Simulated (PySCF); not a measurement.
## Relaxation of triplet OF₂

Level of theory: UB3LYP in PySCF with O def2-TZVP, F def2-TZVP; no relativity; density-fitted integrals. A (50,194) grid was used.

A hand-made bent start, of C2v symmetry, held to at least that symmetry:

Coordinates in bohr (charge 0 multiplicity 3):
```
O     0.0000    0.0000   -0.9687
F     1.9659    0.0000    0.4078
F    -1.9659    0.0000    0.4078
```

Optimiser trace:
| step | E − E(last) (kJ/mol) | largest gradient (Eh/bohr) |
| --- | --- | --- |
| 0 | 420.91 | 0.31410 |
| 1 | 55.69 | 0.02650 |
| 2 | 17.03 | 0.01954 |
| 3 | 1.26 | 0.01041 |
| 4 | 0.48 | 0.00617 |
| 5 | 0.09 | 0.00266 |
| 6 | 0.00 | 0.00024 |
| 7 | 0.00 | 0.00004 |

It ends at C2v with O–F 1.530 Å (×2); F–O–F 141.1° (after a last refinement on a finer grid). A frequency run shows 1 imaginary mode, down to 544i cm⁻¹, so it is a saddle point.

The relaxation took 5.7 s on 4 threads of a shared Arm Neoverse V2 host, with 93 basis functions and 8 gradients; the process peaked at 0.5 GiB.
